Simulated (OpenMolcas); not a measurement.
# A ladder of methods for BF (SMILES [B]F)

BF: 2 atoms, total charge 0, spin state singlet. SMILES: `[B]F`. Geometry: relaxed at PBE0-D4/def2-TZVP.

```xyz
2

B     0.0000    0.0000   -0.0094
F     0.0000    0.0000    1.2537
```

Quantity: the energy change with the B1–F2 bond stretched from 1.263 to 2.178 Å, in eV. The values are calculated.

| level | kind | program | value (eV) | less FCI/STO-3G | CPU time (all runs) |
| --- | --- | --- | --- | --- | --- |
| HF/STO-3G (restricted) | Hartree–Fock | OpenMolcas | 7.70 | +1.95 | 2.9 s |
| SVWN5/STO-3G (restricted) | LDA | OpenMolcas | 6.22 | +0.47 | 5.1 s |
| PBE/STO-3G (restricted) | GGA | OpenMolcas | 5.78 | +0.03 | 5 s |
| B3LYP/STO-3G (restricted) | global hybrid | OpenMolcas | 6.37 | +0.62 | 5.5 s |
| PBE0/STO-3G (restricted) | global hybrid | OpenMolcas | 6.59 | +0.84 | 5.7 s |
| MP2/STO-3G (restricted) | perturbation theory | OpenMolcas | 7.03 | +1.28 | 3 s |
| SC-NEVPT2(2,2)/STO-3G | multireference | OpenMolcas | 6.12 | +0.37 | 2.9 s |
| CISD/STO-3G (restricted) | coupled cluster or CI | OpenMolcas | 6.08 | +0.33 | 3.1 s |
| FCI/STO-3G | exact in the basis | OpenMolcas | 5.75 | 0.00 | 3.6 s |

FCI/STO-3G is exact within its basis and frozen core, so for wave-function methods in that basis the difference is their error; functionals converge differently with the basis, so for them it is only a difference. Spin-restricted single references rise too steeply as a bond breaks, Hartree–Fock most of all. The first shape isn't each level's own minimum. The values span 5.75 to 7.70 eV. All rows use very small basis sets, so even the best lies far from the true value. CPU times are rough (shared hosts, several kinds of processor): they show what a rung costs within a factor of a few.
